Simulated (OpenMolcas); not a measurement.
Worked example: vertical ionisation energy of C4H10OS (diethyl sulfoxide)

C4H10OS: 16 atoms, total charge 0, spin state singlet. As SMILES, `CCS(=O)CC`. The coordinates come from a GFN2-xTB relaxation. This is one conformer, not always the lowest.

Both states at this one shape; open shells run unrestricted unless said. 1 Eh = 27.2114 eV.

```
                     level     program  singlet C4H10OS (Eh)  doublet C4H10OS+ (Eh)  HOMO of the first (eV)
  M06-2X/ANO-RCC-MB (DKH2)  OpenMolcas           -632.526952            -632.196109                   -7.78
 M06-2X/ANO-RCC-VDZ (DKH2)  OpenMolcas           -632.804377            -632.487619                   -7.80
M06-2X/ANO-RCC-VDZP (DKH2)  OpenMolcas           -633.007778            -632.685935                   -7.84
```

Problem. Work out the vertical ionisation energy at each level.

Solution. 
1. M06-2X/ANO-RCC-MB (DKH2): -632.196109 − (-632.526952) = 0.330843 Eh = 9.00 eV; −ε(HOMO) = 7.78 eV.
2. M06-2X/ANO-RCC-VDZ (DKH2): -632.487619 − (-632.804377) = 0.316758 Eh = 8.62 eV; −ε(HOMO) = 7.80 eV.
3. M06-2X/ANO-RCC-VDZP (DKH2): -632.685935 − (-633.007778) = 0.321843 Eh = 8.76 eV; −ε(HOMO) = 7.84 eV.

No measured value is set beside it here; the levels span 8.62 to 9.00 eV. Minimal sets are far from the basis-set limit.
